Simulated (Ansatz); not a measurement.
BH3O (BH2(OH)): the energy, rung by rung

BH3O has 5 atoms, charge 0, and is taken as a singlet. SMILES: `[H]B([H])O`. Geometry: relaxed at GFN2-xTB.

```xyz
5

B     0.2710    0.3025   -0.1085
H     1.4036    0.3900   -0.3956
H    -0.4329    1.2514   -0.0807
O    -0.1594   -0.9187    0.1745
H    -1.0822   -1.0252    0.4103
```

Each level gives the energy change with the B1–O4 bond stretched from 1.325 to 2.651 Å (eV). The values are calculated.

```
                      level                    kind  program  value (eV)  less FCI/STO-3G  CPU time (all runs)
     HF/STO-3G (restricted)            Hartree–Fock   Ansatz       10.05            +3.31               0.12 s
    PBE/STO-3G (restricted)                     GGA   Ansatz        7.80            +1.06                1.5 s
   PBE0/STO-3G (restricted)           global hybrid   Ansatz        8.58            +1.84                1.4 s
wB97M-V/STO-3G (restricted)  range-separated hybrid   Ansatz        8.83            +2.09                 23 s
 B2PLYP/STO-3G (restricted)           double hybrid   Ansatz        8.18            +1.44                  2 s
    MP2/STO-3G (restricted)     perturbation theory   Ansatz        8.20            +1.46               0.14 s
   CCSD/STO-3G (restricted)   coupled cluster or CI   Ansatz        6.75            +0.01                0.2 s
                 FCI/STO-3G      exact in the basis   Ansatz        6.74             0.00                2.6 s
```

FCI/STO-3G is exact within its basis and frozen core, so for wave-function methods in that basis the difference is their error; functionals converge differently with the basis, so for them it is only a difference. A spin-restricted reference rises too steeply as a bond breaks; here HF/STO-3G, PBE/STO-3G, PBE0/STO-3G, wB97M-V/STO-3G, B2PLYP/STO-3G, MP2/STO-3G lie well above the multireference or unrestricted value. The first shape isn't each level's own minimum. The values span 6.74 to 10.05 eV. All rows use very small basis sets, so none should be taken for the real molecule's value. In so small a basis fixed costs decide the times, and correlated methods can beat functionals. CPU times are rough (shared hosts, several kinds of processor and program).
